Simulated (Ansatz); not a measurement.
1T (CdI2-type) PtS2, treated with r²SCAN+rVV10 in Ansatz (plane waves, PAW).

Rigid layers of the crystal as relaxed at this level are moved apart or together:

```
run   k mesh  layer repeat (Å)  energy against free layers (meV/Å²)  gap on the mesh (eV)
---  -------  ----------------  -----------------------------------  --------------------
1    12×12×8              4.74                               -19.15                 0.278
2    12×12×8              4.89                               -21.22                 0.554
3    12×12×8              5.04                               -22.12                 0.797
4    12×12×6              5.24                               -22.06                 0.944
5    12×12×6              5.54                               -20.29                 1.181
6    12×12×6              6.04                               -15.59                 1.524
7    12×12×6              7.04                                -7.75                 1.827
8    12×12×4              9.04                                -2.20                 2.001
```

The lowest energy of these points lies at a layer repeat of 5.04 Å.

Spin–orbit coupling is not included.

Ansatz is a first-principles code.
